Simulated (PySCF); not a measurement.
# State search for CN⁺

Unrestricted PBE0; C def2-SVP, N def2-SVP; no relativity (PySCF 2.14). Outer shells of the fragments: C+ 2s2 2p1; N 2s2 2p3.

Followed along the bond (rough minima from three points):

```csv
2Ms+1,unpaired,⟨S²⟩ at the start,R at minimum (Å),Te (eV)
3,"σ ↑, π ↑",2.03,1.23,0.00
1,"σ ↑, π ↓",1.18,1.24,0.32
3,π ↑↑,2.01,1.36,1.01
1,π ↑↓,1.00,1.36,1.48
5,"σ ↑, π ↑↑↑",6.00,none in the scan,≤ 3.42
```

Solutions found at the starting distance of 1.465 Å, counted from the lowest of them; the search is not exhaustive and high or unbound solutions are not listed, so other states can lie among these:

```
2Ms+1    unpaired   term  E (eV)  ⟨S²⟩  ⟨Lz²⟩  μ (D)
    3        π ↑↑    ³Σ⁻    0.00  2.01   0.00  -0.94
    3    σ ↑, π ↑     ³Π    0.14  2.03   1.00  -1.68
    1    σ ↑, π ↓  mixed    0.35  1.18   1.00  -1.95
    1        π ↑↓  mixed    0.46  1.00   2.00  -0.83
    1        none  mixed    1.64  1.44   0.00  -1.45
    1        none  mixed    1.78  0.00   2.00  -0.57
    5  σ ↑, π ↑↑↑     ⁵Π    2.20  6.00   1.00  -1.60
    3  σ ↑, π ↑↑↓  mixed    3.12  3.01   3.01  -1.64
    3  σ ↓, π ↑↑↑  mixed    3.33  3.03   1.00  -1.16
    3        σ ↑↑  mixed    3.77  2.59   0.00  -1.36
    1  σ ↑, π ↑↓↓  mixed    3.77  2.02   3.01  -1.08
    3        π ↑↑  mixed    4.97  2.07   2.01  -1.69
    5  σ ↑↑, π ↑↑  mixed    5.24  6.02   2.01  -0.95
    3    σ ↑, π ↑  mixed    5.27  2.01   3.00  -1.66
```

A term symbol is given only where ⟨S²⟩ and ⟨Lz²⟩ are close to those of a pure state; real π, δ and φ orbitals otherwise mix terms. A positive dipole points towards N; it is taken about the centre of mass and depends on that origin.
